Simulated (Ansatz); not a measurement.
Ansatz input

```yaml
crystal:
  lattice:
    - [4.4024365267, 0.0, 0.0]
    - [0.0, 4.4024365267, 0.0]
    - [0.0, 0.0, 4.4024365267]
  atoms:
    - { symbol: Eu, position: [0.0, 0.0, 0.0], spin: 6.888 }
    - { symbol: Eu, position: [0.5, 0.5, 0.5], spin: -6.888 }
hamiltonian:
  xc: pbe
  pseudopotentials:
    kind: paw
    azcp:
      Eu: "pseudopotentials/Eu.paw.azcp"
basis:
  ecutwfc: 420
  fft_grid_basis: typed
kpoints:
  mp_grid: { grid: [10, 10, 10], shift: [0, 0, 0] }
magnetization:
  spin_polarized: true
scf:
  occupations: { method: fermi_dirac, width: 0.05 }
```

and its output:

```
band count auto-derived: 30 (N_el = 34.0; filled up to band 17; 29 by the electrons, moments and atoms)
Engine: ansatz 0.2.0, x86_64-unknown-linux-gnu
Pseudopotentials: kind: paw
Pseudopotential: Eu, paw, valence charge 17, recommended cutoff 420 eV (normal) 
Functional definition: PBE
  parameter kappa = 0.804
  parameter beta = 0.06672455060314922
  exchange = pbe_x(kappa = kappa, mu = beta*pi^2/3)
  correlation = pbe_c(beta = beta)
Crystal: 2 atoms, lattice volume = 85.326 Å³
Basis set: ecut = 420 eV, 1743 PW (Γ)
Bands: 30, of which v1, the nominal top of the filled ones, is band 17 counted from 1 (16 counted from 0)
Symmetry: 48 space group operations
Space group: Pm-3m (ITA 221), of the structure as read, at distance tolerance 4.4e-5 Å
Magnetic group: BNS 221.97 (UNI 1599), of the structure as read, at distance tolerance 4.4e-5 Å
k-points: 56 of 1000
Non-local potential: Eu, projectors of the file, l = 0: 3, l = 1: 2, l = 2: 2, l = 3: 3
PAW form: soft (Blöchl's): semilocal exchange-correlation on the pseudo side does not see the compensation charge
PAW one-centre angular grid: Eu, 590 points (default); XC on 64 Gauss nodes
Initial density: superposition of atomic densities (chi_scale 0.1, normalization cell)
Starting moments: Σ|m| = 13.776 μB on 2 of 2 sites
Starting magnetic order: antiferromagnet; a translation exchanges its spin sublattices: spin-degenerate at every k-point
Initial wavefunctions: pseudopotential atomic-orbital guess
Functional: x = pbe(κ = 0.804, μ = 0.2195149727645171), c = pbe(β = 0.06672455060314922)
iter 1 solved again at ethr=1.79e-3 eV; its pass at ethr=3.10e-3 eV (dr2=6.08e-1 eV) is discarded
SCF iter   1: F=—  HF=-17530.871126 eV  |F-HF|=—  |Δ(HF+E_count)|=         —  Δρ=3.57e-2 (↑3.57e-2 ↓3.57e-2)  dr2=6.15e-1  dr2_m=8.02e-1  M=0.000 μB ∫|m|=13.544 μB  β_m=0.30  ethr=1.79e-3  ⟨swp⟩=1.0  Hψ=8071  notcnv=0
Mixer restart at iter 1: flushing history
spin=Collinear: Kerker preconditioning applied to the charge; magnetization (m = ρ↑ − ρ↓) channel mixes plain (no charge-response kernel on spin).
SCF iter   2: F=—  HF=-17531.465793 eV  |F-HF|=—  |Δ(HF+E_count)|=   5.95e-1  Δρ=2.28e-2 (↑2.28e-2 ↓2.28e-2)  dr2=2.09e-1  dr2_m=3.39e-1  M=0.000 μB ∫|m|=13.529 μB  β_m=0.47  ethr=1.79e-3  ⟨swp⟩=3.4  Hψ=3407  notcnv=0
SCF iter   3: F=—  HF=-17532.262512 eV  |F-HF|=—  |Δ(HF+E_count)|=   7.97e-1  Δρ=1.21e-2 (↑1.21e-2 ↓1.21e-2)  dr2=1.33e-1  dr2_m=7.66e-2  M=0.000 μB ∫|m|=13.625 μB  β_m=0.71  ethr=6.16e-4  ⟨swp⟩=3.4  Hψ=4116  notcnv=0  defer=134
SCF iter   4: F=—  HF=-17532.806182 eV  |F-HF|=—  |Δ(HF+E_count)|=   5.44e-1  Δρ=4.59e-3 (↑4.59e-3 ↓4.59e-3)  dr2=7.15e-2  dr2_m=3.95e-3  M=0.000 μB ∫|m|=13.811 μB  β_m=0.86  ethr=3.92e-4  ⟨swp⟩=4.3  Hψ=4271  notcnv=0  defer=163
SCF iter   5: F=—  HF=-17532.874072 eV  |F-HF|=—  |Δ(HF+E_count)|=   6.79e-2  Δρ=9.80e-4 (↑9.80e-4 ↓9.80e-4)  dr2=4.37e-3  dr2_m=7.05e-5  M=0.000 μB ∫|m|=13.914 μB  β_m=0.93  ethr=2.10e-4  ⟨swp⟩=3.8  Hψ=4014  notcnv=0  defer=281
SCF iter   6: F=—  HF=-17532.874365 eV  |F-HF|=—  |Δ(HF+E_count)|=   2.93e-4  Δρ=7.77e-4 (↑7.77e-4 ↓7.77e-4)  dr2=1.31e-3  dr2_m=2.41e-4  M=0.000 μB ∫|m|=13.895 μB  β_m=0.96  ethr=1.28e-5  ⟨swp⟩=2.4  Hψ=3019  notcnv=0  defer=281
SCF iter   7: F=—  HF=-17532.874841 eV  |F-HF|=—  |Δ(HF+E_count)|=   4.76e-4  Δρ=4.84e-5 (↑4.84e-5 ↓4.84e-5)  dr2=6.22e-6  dr2_m=1.88e-7  M=0.000 μB ∫|m|=13.900 μB  β_m=0.98  ethr=3.85e-6  ⟨swp⟩=2.6  Hψ=3127  notcnv=0  defer=283
SCF iter   8: F=—  HF=-17532.874845 eV  |F-HF|=—  |Δ(HF+E_count)|=   3.86e-6  Δρ=1.17e-5 (↑1.17e-5 ↓1.17e-5)  dr2=2.34e-7  dr2_m=1.28e-8  M=0.000 μB ∫|m|=13.901 μB  β_m=0.99  ethr=1.83e-8  ⟨swp⟩=2.3  Hψ=2655  notcnv=0  defer=283
SCF iter   9: F=—  HF=-17532.874846 eV  |F-HF|=—  |Δ(HF+E_count)|=   6.58e-7  Δρ=1.36e-5 (↑1.36e-5 ↓1.36e-5)  dr2=2.94e-7  dr2_m=7.12e-8  M=0.000 μB ∫|m|=13.901 μB  β_m=0.99  ethr=6.88e-10  ⟨swp⟩=2.6  Hψ=2552  notcnv=0  defer=283
SCF iter  10: F=—  HF=-17532.874846 eV  |F-HF|=—  |Δ(HF+E_count)|=   5.11e-7  Δρ=1.60e-6 (↑1.60e-6 ↓1.60e-6)  dr2=2.86e-9  dr2_m=1.11e-9  M=0.000 μB ∫|m|=13.900 μB  β_m=1.00  ethr=6.88e-10  ⟨swp⟩=2.1  Hψ=2665  notcnv=0  defer=283
SCF iter  11: F=-17532.874846 eV  HF=-17532.874846 eV  |F-HF|=2.13e-8  |Δ(HF+E_count)|=   8.54e-9  Δρ=3.78e-6 (↑3.78e-6 ↓3.78e-6)  dr2=2.16e-8  dr2_m=5.59e-9  M=0.000 μB ∫|m|=13.900 μB  ethr=8.41e-12  ⟨swp⟩=9.1  Hψ=8120  notcnv=0
SCF 1 converged in 11 iterations: F = -17532.874846 eV  dr2 = 2.16e-8
SCF converged after 11 iterations
Magnetization: 0.0000 μB (17.0000 up, 17.0000 down)
Absolute magnetization: 13.9005 μB (∫|ρ↑−ρ↓|, with the PAW one-centre terms)
Spin contamination: 6.9472 ħ² per cell (⟨S²⟩ above its minimum at these occupations)
Per-site moments (μB) at R_I (Å): [(6.889819721789126, 1.5727065216516756), (-6.8898197217891255, 1.5727065216516756)]
Free energy (F): -17532.874846 eV
Harris-Foulkes:  -17532.874846 eV  (|F-HF|=2.13e-8)
Internal energy: -17532.846408 eV  (E = F + TS)
E sigma→0 (E₀):  -17532.860627 eV
Entropy (-TS):   -0.028438 eV (-14.219 meV/atom)
Fermi energy:    8.931890 eV
--- Per-component energies (eV) ---
  E_band       = -94.438961
  E_kinetic    = 699.317845
  E_local      = -4330.377268  (includes V_loc(G=0)·N_el)
  E_nonlocal   = 949.788438
  E_hartree    = 1717.884518
  E_xc         = -352.339400
  E_vxc        = -402.870846  (∫ρ·V_xc dr)
  E_paw        = -12777.057074  (= ΣΔE_a)
  E_vpaw       = -446.054225  (= ΣTr[D̂ρ^β])
  E_aug_tail   = -0.000000  (compensation charges beyond the density's cutoff)
  E_ewald      = -3440.063467
  E_smearing   = -0.028438  (= −TS)
  E_closure    = 0.000000  (closes the sum)
  Σ components = -17532.874846   (vs F -17532.874846, Δ=0.00e0)
```

The f occupation was not exhaustively searched.
